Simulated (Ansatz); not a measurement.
Two isomers of C3H5NO: A = `N/C=C/C=O`, B = `COC=C=N`.

Gas-phase electronic energies from Ansatz, PBE0-D4/def2-TZVP geometries. CCSD(T)/CBS is the MP2 limit (def2-TZVPP, def2-QZVPP) plus CCSD(T) − MP2 in def2-TZVPP, frozen cores. DFT in def2-TZVPP. B3LYP here is the variant with VWN-RPA as its local correlation; programs differ in this. One conformer a species, not always the lowest.

Problem. Which isomer does CCSD(T)/CBS put lower? Give the gap. (Estimate.)

Solution. Ansatz gave: A, by 170.4 kJ/mol.

Problem. Give E(B) − E(A) in kJ/mol with BLYP-D4, HF/def2-TZVPP, r2SCAN-D4, PBE0-D4, B3LYP-D4, PBE-D4, ωB97M-V. (Best estimate.)

Solution. The calculation gave: BLYP-D4 170.2, HF/def2-TZVPP 174.1, r2SCAN-D4 180.3, PBE0-D4 178.7, B3LYP-D4 173.1, PBE-D4 176.3, ωB97M-V 169.6. None reverses the order clearly.

Problem. Does the order hold for the free energy at 298.15 K (harmonic terms from PBE0-D4)? (Estimate.)

Solution. The calculation gave: Yes: G(B) − G(A) = +169.2 kJ/mol, for one conformer each. Modes under 60 cm⁻¹, often nearly free rotors, make the harmonic entropy too high.

Largest T1 diagnostic: 0.016.

Leaving LDA and LC-ωPBE aside and taking each functional with its dispersion term where it has one, the values, not all of them listed here, spread over 11.7 kJ/mol, from ωB97M-V to r2SCAN0-D4. LDA lies +5.9 kJ/mol from PBE without D4. From BLYP to BHLYP (50 % exact exchange), in def2-TZVPP and without D4, E(B) − E(A) moves by +6.7 kJ/mol.
